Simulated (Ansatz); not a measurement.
**Bulk modulus of tetradymite Bi₂Se₃ at several levels of theory**

No measured value is used here.

```
level (code)            value (GPa)  cell (Å³/atom)
----------------------  -----------  --------------
LDA (Ansatz)                   42.4           27.14
PBEsol (Ansatz)                28.6           28.17
PBE-D4 (Ansatz)                37.1           28.17
PBEsol-D3(BJ) (Ansatz)         49.9           26.61
r²SCAN+rVV10 (Ansatz)          30.5           29.04
```

Density-functional levels without +SOC have no spin–orbit coupling. LDA: LDA has no dispersion term either, though it tends to give short spacings of layers, chains or molecules. PBEsol: the cell comes from a level without a dispersion term, which matters for the spacing of layers, chains or molecules. Each level is taken at its own relaxed cell. Cutoffs differ between the levels. Ansatz's density-functional and Hartree–Fock values are scalar-relativistic unless marked +SOC, with PAW data made under PBE.

Ansatz is a program for electronic structure.
